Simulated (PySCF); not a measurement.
# Deuteron quadrupole couplings in `C1C[C@@H]2C[C@@H]2C1`

Compound: C6H10.
Structure used (PBE0-D3(BJ)/def2-SVP), in Å, numbered top down from 1:
```xyz
16
C6H10 angstrom
C      1.1354    0.3942   -0.6780
C      1.0260   -0.9136    0.1201
C     -0.3946   -0.9237    0.6487
C     -1.4958   -0.5762   -0.3111
C     -0.9239    0.4867    0.5822
C      0.1695    1.3686    0.0126
H      0.8226    0.2276   -1.7209
H      2.1651    0.7786   -0.7240
H      1.7248   -0.9040    0.9737
H      1.2728   -1.7990   -0.4887
H     -0.6328   -1.5748    1.4945
H     -2.4971   -0.9406   -0.0684
H     -1.2849   -0.5478   -1.3849
H     -1.5573    0.8881    1.3784
H     -0.2070    2.1443   -0.6744
H      0.6760    1.8904    0.8422
```

Level: PBE0/pcSseg-1 (PySCF, non-relativistic); Q(2H) = 0.00286 b; rigid geometry, the same for H and D, with no vibrational averaging.

Problem. What are Vzz, η and χzz (234.96 MHz × Q × Vzz) at all hydrogens?

Solution. 
```csv
atom,bonded to,bond length (Å),Vzz (au),η,χzz (kHz)
H7,C1,1.101,0.2885,0.00,194
H8,C1,1.100,0.2934,0.01,197
H9,C2,1.103,0.2860,0.01,192
H10,C2,1.102,0.2891,0.01,194
H11,C3,1.094,0.3063,0.08,206
H12,C4,1.093,0.3084,0.08,207
H13,C4,1.095,0.3048,0.08,205
H14,C5,1.094,0.3063,0.08,206
H15,C6,1.102,0.2891,0.01,194
H16,C6,1.103,0.2860,0.01,192
```

Problem. How does χzz go with the bond length over the 10 C–H bonds?

Solution. A straight-line fit has a slope of -14.2 kHz for each 0.01 Å, with a correlation coefficient of -1.00, over lengths from 1.093 to 1.103 Å. The longer bonds have the smaller couplings here.

The structure is a single PBE0-D3(BJ)/def2-SVP conformer in the gas phase; no vibrational or solvent corrections. The small basis limits the accuracy of the gradients.
